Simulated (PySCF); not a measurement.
Run record for `O=C=C(F)F`: HF/def2-TZVPP, fitting basis def2-qzvpp-jkfit, CIS, 1 singlet.

Method: CIS/def2-TZVPP, vertical, gas phase, core orbitals frozen in the response (PySCF 2.14.0, density-fitted response routines). Geometry: GFN2-xTB. The command runs a driver script over a list of jobs; the input below is this job's line of settings and its coordinates in Å.

Command:
```bash
OMP_NUM_THREADS=1 python probes_run.py task.json out
```

Input:
```
{"job": {"kind": "uv", "xc": "HF", "basis": "def2-TZVPP", "nstates": 1, "ntriplets": 2, "tda": true, "scf": {"aux": "def2-qzvpp-jkfit"}}, "charge": 0, "multiplicity": 1}
O      1.958043     0.011386    -0.465836
C      0.825705     0.004747    -0.206092
C     -0.443003    -0.001913     0.110522
F     -1.167566     1.108853     0.291494
F     -1.164557    -1.120220     0.252727
```

Q: Predict the output.

A: 
```
final grid: 56832 points
cycle   1  E = -349.3427954098  dE =  1.174e+00  |g| = 9.382e-01  |ddm| = 2.256e+00
cycle   2  E = -349.4260454450  dE = -8.325e-02  |g| = 7.660e-01  |ddm| = 8.824e-01
cycle   3  E = -349.5265160410  dE = -1.005e-01  |g| = 9.988e-02  |ddm| = 3.864e-01
cycle   4  E = -349.5286682474  dE = -2.152e-03  |g| = 3.516e-02  |ddm| = 7.033e-02
cycle   5  E = -349.5290317180  dE = -3.635e-04  |g| = 1.131e-02  |ddm| = 3.291e-02
cycle   6  E = -349.5290838639  dE = -5.215e-05  |g| = 5.057e-03  |ddm| = 9.044e-03
cycle   7  E = -349.5291041063  dE = -2.024e-05  |g| = 1.436e-03  |ddm| = 8.089e-03
cycle   8  E = -349.5291059763  dE = -1.870e-06  |g| = 3.863e-04  |ddm| = 2.636e-03
cycle   9  E = -349.5291060973  dE = -1.211e-07  |g| = 1.869e-04  |ddm| = 6.842e-04
cycle  10  E = -349.5291061157  dE = -1.832e-08  |g| = 4.360e-05  |ddm| = 2.849e-04
cycle  11  E = -349.5291061171  dE = -1.408e-09  |g| = 1.128e-05  |ddm| = 9.433e-05
cycle  12  E = -349.5291061171  dE = -5.673e-11  |g| = 6.763e-06  |ddm| = 1.901e-05
converged SCF energy = -349.5291061171

Static polarisability (au): isotropic 25.043, principal 16.677 19.258 39.194

Singlet excitations
state   eV       nm        f      main configurations
  1   2.6535    467.2   0.00000   H->L 0.96

Triplet excitations (Tamm-Dancoff, eV): 1.9559 5.0593
```

H and L stand for HOMO and LUMO; the number after each pair is its weight.

Q: How does the lowest singlet excitation compare with the HOMO–LUMO gap?

A: HOMO -10.45 eV and LUMO 1.78 eV give a gap of 12.23 eV; S1 at 2.65 eV lies 9.58 eV below it.

Q: Give the mean polarisability as a volume in Å³, and the ratio of the largest to the smallest principal value.

A: 25.043 au × 0.148185 = 3.71 Å³; 39.194/16.677 = 2.35.

In short: SCF converged in 12 cycles with 155 basis and 381 fitting functions; HOMO -10.45 eV, LUMO 1.78 eV; lowest singlet 2.65 eV; lowest triplet 1.96 eV (Tamm–Dancoff); mean polarisability 25.0 au.

Q: How long does this job take on one thread, Arm Neoverse V2 (aarch64), shared host with 96 logical CPUs at a one-minute load of 18? And the peak memory of the process?

A: About 1.5 s, with 0.49 GiB resident at the peak, the Python interpreter and its libraries included.
